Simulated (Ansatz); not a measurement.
## SiHF (SMILES F[SiH]): the energy, rung by rung

SiHF: 3 atoms, total charge 0, spin state singlet. SMILES: `F[SiH]`. Geometry: relaxed at PBE0-D4/def2-TZVP.

```xyz
3

F    -1.0902    0.0244   -0.6023
Si    0.1868    0.6294    0.1738
H     0.8924   -0.7186    0.4153
```

Quantity: the energy change with the F1–Si2 bond stretched from 1.612 to 2.418 Å, in eV. The values are calculated.

| level | kind | program | value (eV) |
| --- | --- | --- | --- |
| HF/STO-3G (restricted) | Hartree–Fock | Ansatz | 5.10 |
| SVWN5/STO-3G (restricted) | LDA | Ansatz | 3.90 |
| BLYP/STO-3G (restricted) | GGA | Ansatz | 3.50 |
| PBE/STO-3G (restricted) | GGA | Ansatz | 3.57 |
| revPBE/STO-3G (restricted) | GGA | Ansatz | 3.45 |
| r2SCAN/STO-3G (restricted) | meta-GGA | Ansatz | 3.84 |
| B3LYP/STO-3G (restricted) | global hybrid | Ansatz | 4.01 |
| BHLYP/STO-3G (restricted) | global hybrid | Ansatz | 4.55 |
| PBE0/STO-3G (restricted) | global hybrid | Ansatz | 4.16 |
| r2SCAN0/STO-3G (restricted) | hybrid meta-GGA | Ansatz | 4.32 |

The first shape isn't each level's own minimum. The values span 3.45 to 5.10 eV. All rows use very small basis sets, so none should be taken for the real molecule's value.
